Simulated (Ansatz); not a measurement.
Geometry optimisation, Ansatz 0.2.0, RKS r2SCAN-D4/def2-TZVP.

input.yaml

```yaml
crystal:
  periodic: [false, false, false]
  atoms:
    - { symbol: B, position_ang: [-0.7516, 0.1443, -0.1442] }
    - { symbol: F, position_ang: [-0.2102, -0.5194, -1.5889] }
    - { symbol: C, position_ang: [0.5143, 0.2406, 0.539] }
    - { symbol: H, position_ang: [0.2853, -0.6745, -0.4936] }
    - { symbol: H, position_ang: [-1.8957, 0.0574, -0.0215] }
    - { symbol: H, position_ang: [0.5825, 0.2938, 1.6164] }
    - { symbol: H, position_ang: [1.4753, 0.4578, 0.0929] }
basis:
  gaussian: { orbitals: def2-TZVP }
hamiltonian:
  xc: r2scan
  dispersion: d4
relax:
  f_tol: 0.15
  max_steps: 25
  restrain:
    - { distance: [3, 1], at: 0.88, k: 30.0 }
    - { distance: [0, 1], at: 2.71, k: 30.0 }
    - { distance: [3, 2], at: 2.37, k: 30.0 }
```

Launched with:

```bash
$ ansatz run input.yaml --threads 4 --pin off --max-ram 5120MiB --backend cpu --events-out ev --progress --plain --runs-dir out
```

Q: Where does it end, and by what steps?

A: It converged. The restraints hold the end off the free minimum. After 10 steps the energy has fallen by 0.020 eV (the restraints' own energy left out); H4 moved furthest, 0.70 Å. Joined: F2–H4 (1.21 → 0.92 Å).

```json
{"step": "0", "energy less start (eV)": "0.0000", "largest force component (eV/Å)": "1.489", "accepted": "yes"}
{"step": "1", "energy less start (eV)": "0.3850", "largest force component (eV/Å)": "3.530", "accepted": "yes"}
{"step": "2", "energy less start (eV)": "0.3107", "largest force component (eV/Å)": "4.294", "accepted": "yes"}
{"step": "3", "energy less start (eV)": "0.1991", "largest force component (eV/Å)": "2.303", "accepted": "yes"}
{"step": "4", "energy less start (eV)": "0.0767", "largest force component (eV/Å)": "2.001", "accepted": "yes"}
{"step": "5", "energy less start (eV)": "0.0104", "largest force component (eV/Å)": "0.959", "accepted": "yes"}
{"step": "6", "energy less start (eV)": "-0.0128", "largest force component (eV/Å)": "0.378", "accepted": "no"}
{"step": "7", "energy less start (eV)": "-0.0147", "largest force component (eV/Å)": "0.706", "accepted": "yes"}
{"step": "8", "energy less start (eV)": "-0.0242", "largest force component (eV/Å)": "0.302", "accepted": "no"}
{"step": "9", "energy less start (eV)": "-0.0191", "largest force component (eV/Å)": "0.989", "accepted": "yes"}
{"step": "10", "energy less start (eV)": "-0.0202", "largest force component (eV/Å)": "1.129", "accepted": "yes"}
```

```xyz
7
Properties=species:S:1:pos:R:3
B -0.819 0.350 0.312
F -0.028 -0.929 -1.946
C 0.485 0.419 0.759
H 0.252 -1.049 -1.082
H -1.944 0.276 -0.008
H 0.718 0.191 1.797
H 1.336 0.742 0.168
```

Time of the run: 20 s on 4 threads of Arm Neoverse N1, with other jobs on the host, peak memory 0.18 GiB.
